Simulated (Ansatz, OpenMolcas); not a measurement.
# C2H6Si (SMILES CC[SiH]): the HOMO–LUMO gap, rung by rung

The species is C2H6Si (9 atoms), meant as a singlet with charge 0. As SMILES, `CC[SiH]`. The coordinates come from a PBE0-D4/def2-TZVP relaxation. This is one conformer, not always the lowest.

Each level gives the HOMO–LUMO gap (eV). The values are calculated.

```
         level                    kind     program  value (eV)  CPU time
 SVWN5/cc-pVDZ                     LDA  OpenMolcas        1.69      22 s
   PBE/cc-pVDZ                     GGA      Ansatz        1.82     5.2 s
 B3LYP/cc-pVDZ           global hybrid      Ansatz        3.39     5.6 s
 BHLYP/cc-pVDZ           global hybrid      Ansatz        5.69     5.9 s
  PBE0/cc-pVDZ           global hybrid      Ansatz        3.75     5.6 s
 HSE06/cc-pVDZ  range-separated hybrid      Ansatz        2.97       6 s
 wB97X/cc-pVDZ  range-separated hybrid      Ansatz        8.19      22 s
B2PLYP/cc-pVDZ           double hybrid      Ansatz        5.91     9.5 s
```

The values span 1.69 to 8.19 eV. Orbital gaps aren't excitation energies, and those of double hybrids come from the SCF part alone; they tend to grow with the share of exact exchange. Times are those of the runs behind each value, whatever else they computed, on shared processors of several kinds: orders of magnitude only.
